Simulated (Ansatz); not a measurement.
The cluster S₃⁺, relaxed as a doublet with UKS PBE-D4/def2-TZVP in Ansatz, starting from the GFN1-xTB geometry. Force threshold 0.02 eV/Å.

The relaxation made no stability test and no search for a lower SCF solution. The structure comes from a short search, and lower isomers may exist.

Start:

Cartesian coordinates in Å:
```
S -0.4498 -1.0625 0.2635
S -0.2215 0.4920 -1.0536
S 0.6713 0.5705 0.7901
```

```
step  energy (eV)  largest force component (eV/Å)  SCF passes
   1  -32484.1930                           1.635          63
   2  -32484.3461                           0.183          24
   3  -32484.3484                           0.053          24
   4  -32484.3485                           0.006          17
```

Force components are those of the run's own axes.

End:

```xyz
3

S    -0.491   -1.104    0.223
S    -0.212    0.470   -1.007
S     0.702    0.634    0.784
```

By distances, no bond broke or formed. The bond that changes most is S1–S3, from 2.05 to 2.18 Å (atoms count from 1).

No frequencies were taken in this run, so the end may be a saddle point.

It took 3.2 s on 4 threads of Arm Neoverse V1 on a shared host.
